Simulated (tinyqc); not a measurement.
Ways to converge the cycle: SCF convergence aids in the sto-6g basis, for NH3+, spin multiplicity 2. Computed by the program tinyqc with PySCF. 

Geometry (angstrom):
```
atom        x        y       z
N      0.0000   0.0000  0.5240
H      0.9970   0.0000  0.0000
H     -0.4990   0.8630  0.0000
H     -0.4990  -0.8630  0.0000
```

lowest solution found by these runs and by PySCF with stability checks = -55.676632 hartree

UHF with one setting changed at a time; a run stops when the energy changes by less than 1e-09 hartree and the error matrix is below 1e-5. The start is random orbitals. Damping d keeps d of the old density; a shift (hartree) raises the virtual levels; DIIS n extrapolates F over n matrices.

Largest element of the error matrix X^T (FDS - SDF) X:
```
iteration    plain  damping 0.3  damping 0.6  shift 0.4   DIIS 3   DIIS 8
1          4.4e+00      4.4e+00      4.4e+00    4.4e+00  4.4e+00  4.4e+00
2          2.2e-01      1.3e+00      2.6e+00    3.0e-01  2.2e-01  2.2e-01
3          7.4e-02      4.1e-01      1.5e+00    1.0e-01  7.4e-02  7.4e-02
4          6.3e-02      1.3e-01      9.3e-01    6.7e-02  6.6e-02  6.6e-02
5          5.3e-02      5.9e-02      5.6e-01    4.4e-02  5.3e-02  5.3e-02
6          4.1e-02      5.4e-02      3.4e-01    3.3e-02  2.5e-02  1.5e-02
8          2.3e-02      3.9e-02      1.3e-01    1.9e-02  5.7e-03  2.1e-03
10         1.2e-02      2.7e-02      4.5e-02    1.2e-02  1.2e-03  2.5e-04
14         3.3e-03      1.1e-02      3.1e-02    5.1e-03  3.6e-05  2.2e-06
20         4.8e-04      3.1e-03      1.6e-02    1.5e-03        -        -
30         2.2e-05      3.7e-04      4.9e-03    2.2e-04        -        -
45               -      1.7e-05      8.4e-04    1.2e-05        -        -
60               -            -      1.5e-04          -        -        -
```

How each run ends:
```
run          iterations  E (hartree)                                                        state
plain                34   -55.676632                                                 lowest found
damping 0.3          48   -55.676632                                                 lowest found
damping 0.6         >60   -55.676631  falls steadily but slowly, by a factor of about 0.89 a step
shift 0.4            47   -55.676632                                                 lowest found
DIIS 3               18   -55.676632                                                 lowest found
DIIS 8               15   -55.676632                                                 lowest found
```

5 of 6 runs reach the lowest solution found, in 15 to 48 iterations (fastest: DIIS 8). Not converged: damping 0.6. Plain steps already contract here, so damping only slows them. DIIS 3 and DIIS 8 gain by cancelling the error over several earlier matrices, much as a quasi-Newton step does.
